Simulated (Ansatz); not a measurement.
**doublet AlH(+): levels of theory in one basis**

```yaml
atoms:
  - { symbol: Al, position_ang: [0.0000, 0.0000, -0.8764] }
  - { symbol: H, position_ang: [0.0000, 0.0000, 0.8764] }
```

Basis set: def2-SVP (spherical functions). Correlated methods keep 5 orbitals frozen. Correlation on ROHF uses semicanonical orbitals with singles. Charge 1, multiplicity 2.

Computed with Ansatz (development build ahead of 0.2.0); each method stands on the lowest determinant of its kind that the runs found.

```csv
method,E − E(ROHF) (eV),<S²> of the determinant
ROHF,0.00,0.75
UHF,-0.19,0.80
ROHF-MP2,-0.89,–
UHF-MP2,-0.94,0.80
ROHF-CCSD(T),-1.33,–
UHF-CCSD(T),-1.33,0.80
```
